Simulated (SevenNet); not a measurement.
Zinc-blende HgS (metastable phase)

Method: the machine-learned potential SevenNet-0 (trained on PBE and PBE+U data).

Cell (relaxed at this level):

```
HgS
1.0
    0.00000     3.00525     3.00525
    3.00525     0.00000     3.00525
    3.00525     3.00525     0.00000
Hg S
1 1
Direct
  0.00000   0.00000   0.00000
  0.75000   0.75000   0.75000
```

lattice constant a: 6.010 Å
equilibrium volume per atom: 27.14 Å³/atom

Measured, for comparison: lattice constant a 5.841 Å, equilibrium volume per atom 24.91 Å³/atom (295 K, no zero-point or thermal correction; as tabulated in Cardona et al. (2009), arXiv:0908.2634). Computed (rounded) less measured: lattice constant a +2.9 %, equilibrium volume per atom +9.0 %.

A machine-learned potential is trained on density-functional data: it inherits that level's misses and adds fitting errors of its own.

Note: this model's volume lies 8 % above that of the starting cell (a measured, published or database cell).
